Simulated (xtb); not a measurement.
The xtb input:
```
$ xtb mol.xyz --gfn 0 --chrg 1 --uhf 1 --json

# file mol.xyz
2

F     -0.00000000    -0.00000000    -1.04610145
Cl     0.00000000     0.00000000     0.55381842
```

Task: What does this run give for the partial charges in atom order, total energy?

Result: 
| Property | Value |
|---|---|
| partial charges in atom order | F1 0.16, Cl2 0.84 |
| total energy | -6.025198 Ha |
